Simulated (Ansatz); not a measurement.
A calculation with Ansatz (development build ahead of 0.2.0).

```yaml
crystal:
  periodic: [false, false, false]
  atoms:
    - { symbol: C, position_ang: [0.03055, 0.0491, -0.61137] }
    - { symbol: O, position_ang: [0.05295, 0.02093, 0.82687] }
    - { symbol: H, position_ang: [-0.02387, -1.15861, -1.39853] }
    - { symbol: H, position_ang: [-0.02899, 1.08483, -1.32944] }
basis:
  gaussian: { orbitals: "6-31G" }
hamiltonian:
  xc: hf
```

The input is written out in the form of the current development build from the run's settings.

Output:

```yaml
Converged: yes
Total_energy: -113.68029 hartree
Spin_squared_of_the_determinant: 0.000
```

Caution: stretched shape with no unrestricted run beside it, a lower state can exist.
